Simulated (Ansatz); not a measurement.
**NO+ (singlet): from Hartree-Fock to the top rungs, cc-pVDZ**

One table from this session's results is given with a row withheld; the runs are named, their logs left out.

Method: cc-pVDZ, core rule «outside noble gas», up to 2 orbitals frozen; program: Ansatz 0.2.0, Gaussian basis.

To be run: UHF; CCSD(T) on RHF; CCSD(T) on UHF; BCCD(T) on RHF; CISD; CCSDT(Q) on RHF; CCSDT(Q) on UHF; CISDTQ; CCSDTQ on RHF; CCSDTQ on UHF; CASSCF and MRCISD+Q, 10 electrons in 8 orbitals; CASSCF and NEVPT2, 10 electrons in 8 orbitals.

5 further runs of the same task are left out: 5 set aside as unsound or not needed.

### The system

The geometry is a PBE0/def2-TZVP stationary point (not a proven minimum) of the parent state, kept for this charge and spin.

2 atoms, charge 1, spin multiplicity 1.

Atoms are counted from 1 here; the program's logs count them from 0.

Bond lengths: N1–O2 1.140 Å.

The first run:

Input file in.yaml:

```yaml
crystal:
  periodic: [false, false, false]
  atoms:
    - {symbol: N, position_ang: [0.000000, 0.000000, 0.000000]}
    - {symbol: O, position_ang: [0.000000, 0.000000, 1.139769]}
basis:
  gaussian: {orbitals: cc-pVDZ}
total_charge: 1
magnetization: {spin_polarized: true, initial_magnetization: 0}
hamiltonian: {xc: hf}
output: {orbitals: {seedname: orbitals}}
```

The run is started by

```console
ansatz run in.yaml --threads 1 --pin off --events-out ev --progress --plain --max-ram 2816MiB --backend cpu
```

Among the steps run: UHF; CCSD(T) on RHF; CCSD(T) on UHF; BCCD(T) on RHF; CISD; CCSDT(Q) on RHF; CCSDT(Q) on UHF; CISDTQ; CCSDTQ on RHF; CCSDTQ on UHF; CASSCF and MRCISD+Q, 10 electrons in 8 orbitals; CASSCF and NEVPT2, 10 electrons in 8 orbitals.

One table of the session follows, with a row left open; its other results are not shown here.

| method | from RCCSDTQ (kcal/mol) |
| --- | --- |
| RHF | +235.42 |
| UHF | +233.38 |
| RMP2 | +4.21 |
| CISD | +28.43 |
| RCCSD | +11.87 |
| RCCSD(T) | +1.46 |
| BCCD(T) | +1.39 |
| RCCSDT | +1.40 |
| CISDTQ | ? |
| RCCSDT(Q) | -0.32 |
| RCCSDTQ | 0 |
| CASSCF valence | +110.12 |
| NEVPT2 valence | +19.03 |
| MRCISD valence | +4.37 |
| MRCISD+Q valence | -0.04 |

Estimate the missing values for CISDTQ.

As computed: from RCCSDTQ (kcal/mol): +1.88. In the column «from RCCSDTQ (kcal/mol)» it lies between RCCSD(T) (+1.46) and RMP2 (+4.21).
